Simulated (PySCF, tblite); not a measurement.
# hydrosulfide (HS−): isotopologues and vibrational averages

Aim: rotational constants, zero-point energies and shieldings of isotopologues of hydrosulfide (HS−) (`[SH-]`).

Programs: PySCF 2.14.0 with density-fitted response routines of our own, and tblite 0.8.0. All values are computed, except where a source is named. Atoms count from 0 throughout.

## 1. The molecule as given

2 atoms, charge -1, multiplicity 1; geometry from: force field or distance geometry start.

Bonds of the start (Å): S0–H1 1.42.

## 2. GFN2-xTB relaxation, lowest of a short conformer search

What the job is given:

```
{"job": {"xc": "GFN2-xTB", "basis": "xTB", "kind": "relax"}, "charge": -1, "multiplicity": 1}
S      0.712800    -0.012200    -0.010600
H     -0.701800     0.017300    -0.046000
```

Run with:

```sh
$ OMP_NUM_THREADS=1 python ens_run.py task.json out
```

One launch serves the whole session.

Log:

```text
step      E/eV     max force
  0    -107.43301    1.242
  1    -107.46884    0.759
  2    -107.48436    0.266
  3    -107.48599    0.037
  4    -107.48603    0.002
```

Wall time 0.03 s (1 thread of Intel Xeon 6975P-C, shared host).

The energy fell by 0.053 eV, and the atoms moved 0.04 Å (root mean square).

## 3. Tight optimisation and Hessian

What the job is given:

```
{"job": {"xc": "PBE0", "basis": "pcSseg-2", "grid": 2, "temperatures": [250, 298.15], "kind": "geom"}, "charge": -1, "multiplicity": 1}
S      0.673530    -0.011414    -0.011549
H     -0.662503     0.016487    -0.045046
```

Log:

```text
step   0  E = -10849.1111451 eV  max force = 0.25966
step   1  E = -10849.1123232 eV  max force = 0.07328
step   2  E = -10849.1124303 eV  max force = 0.00194
step   3  E = -10849.1124304 eV  max force = 0.00003
step   4  E = -10849.1124304 eV  max force = 0.00003
harmonic wavenumbers (cm-1): 2656.2
```

Wall time 5.6 s (1 thread of Intel Xeon 6975P-C, shared host); peak memory 0.29 GiB.

## 4. Displacements along the modes, parent

What the job is given:

```
{"job": {"xc": "PBE0", "basis": "pcSseg-2", "grid": 2, "temperatures": [250, 298.15], "kind": "vib", "mass_numbers": [32, 1]}, "charge": -1, "multiplicity": 1}
S      0.678518    -0.011519    -0.011424
H     -0.667491     0.016592    -0.045171
```

Log:

```text
mode    cm-1    km/mol   phi_rrr   E(+)/cm-1  E(-)/cm-1
  1   2656.16   117.67   -1615.2     424.51     540.50
```

It took 1 s on 1 thread of Intel Xeon 6975P-C, shared host; peak memory 0.29 GiB.

## 5. Displacements along the modes, 33S at atom 0

What the job is given:

```
{"job": {"xc": "PBE0", "basis": "pcSseg-2", "grid": 2, "temperatures": [250, 298.15], "kind": "vib", "mass_numbers": [33, 1]}, "charge": -1, "multiplicity": 1}
S      0.678518    -0.011519    -0.011424
H     -0.667491     0.016592    -0.045171
```

Log:

```text
mode    cm-1    km/mol   phi_rrr   E(+)/cm-1  E(-)/cm-1
  1   2654.93   118.17    1614.1     540.23     424.33
```

Wall time 0.92 s (1 thread of Intel Xeon 6975P-C, shared host); peak memory 0.29 GiB.

## 6. Displacements along the modes, 2H at atom 1

What the job is given:

```
{"job": {"xc": "PBE0", "basis": "pcSseg-2", "grid": 2, "temperatures": [250, 298.15], "kind": "vib", "mass_numbers": [32, 2]}, "charge": -1, "multiplicity": 1}
S      0.678518    -0.011519    -0.011424
H     -0.667491     0.016592    -0.045171
```

Log:

```text
mode    cm-1    km/mol   phi_rrr   E(+)/cm-1  E(-)/cm-1
  1   1907.36    50.95     980.8     380.82     310.33
```

It took 0.95 s on 1 thread of Intel Xeon 6975P-C, shared host; peak memory 0.29 GiB.

## 7. Displacements along the modes, 33S at atom 0, 2H at atom 1

What the job is given:

```
{"job": {"xc": "PBE0", "basis": "pcSseg-2", "grid": 2, "temperatures": [250, 298.15], "kind": "vib", "mass_numbers": [33, 2]}, "charge": -1, "multiplicity": 1}
S      0.678518    -0.011519    -0.011424
H     -0.667491     0.016592    -0.045171
```

Log:

```text
mode    cm-1    km/mol   phi_rrr   E(+)/cm-1  E(-)/cm-1
  1   1905.65    51.41    -979.5     310.06     380.46
```

Run time: 0.96 s. Hardware: 1 thread of Intel Xeon 6975P-C, shared host; peak memory 0.29 GiB.

## 8. Vibrational averages by isotopologue

What the job is given:

```
{"job": {"xc": "PBE0", "basis": "pcSseg-2", "grid": 2, "temperatures": [250, 298.15], "kind": "iso"}, "charge": -1, "multiplicity": 1}
S      0.678518    -0.011519    -0.011424
H     -0.667491     0.016592    -0.045171
```

Log:

```text
parent
  Be/MHz None 285201.785 285201.785
  B0/MHz None 280927.031 280927.031
  ZPE/cm-1 1328.1
  <sigma>(0 K)/ppm 854.636 35.528
33S at atom 0
  Be/MHz None 284937.615 284937.615
  B0/MHz None 280668.824 280668.824
  ZPE/cm-1 1327.5
  <sigma>(0 K)/ppm 854.648 35.528
2H at atom 1
  Be/MHz None 147064.871 147064.871
  B0/MHz None 145487.605 145487.605
  ZPE/cm-1 953.7
  <sigma>(0 K)/ppm 861.900 35.558
33S at atom 0, 2H at atom 1
  Be/MHz None 146800.701 146800.701
  B0/MHz None 145227.695 145227.695
  ZPE/cm-1 952.8
  <sigma>(0 K)/ppm 861.917 35.558
```

Wall time 10 s (1 thread of Intel Xeon 6975P-C, shared host); peak memory 0.29 GiB. This counts the whole study up to here.

Rotational constants (MHz) at equilibrium and in the ground state:

| isotopologue | Be | B0 | zero-point change (cm⁻¹) |
| --- | --- | --- | --- |
| parent | 285201.8 | 280927.0 | 0.0 |
| 33S at atom 0 | 284937.6 | 280668.8 | -0.6 |
| 2H at atom 1 | 147064.9 | 145487.6 | -374.4 |
| 33S at atom 0, 2H at atom 1 | 146800.7 | 145227.7 | -375.3 |

Shieldings of the first species (ppm): at equilibrium, the vibrational parts at 0 K, and the averages:

| atom | equilibrium | anharmonic | harmonic | 0 K | 250 K | 298.15 K |
| --- | --- | --- | --- | --- | --- | --- |
| S0 | 880.22 | -15.10 | -10.49 | 854.64 | 853.54 | 853.32 |
| H1 | 35.63 | -0.29 | 0.19 | 35.53 | 35.51 | 35.50 |

Isotope effects on the shieldings at 0 K (ppb; positive means more shielded):

| atom | 33S at atom 0 | 2H at atom 1 | 33S at atom 0, 2H at atom 1 |
| --- | --- | --- | --- |
| S0 | 12 | 7264 | 7280 |
| H1 | 0 | 30 | 30 |

## 9. Outcome

| quantity | value |
| --- | --- |
| point group | C∞v |
| B0 of the first species | 280927.0 MHz |
| zero-point energy | 1328 cm⁻¹ |
| zero-point change of σ(S0) | -25.59 ppm |

Zero-point motion changes the shielding of S0 most, by -25.59 ppm. The largest secondary isotope effect is 7264 ppb on S0, 1 bond from the change (2H at atom 1).
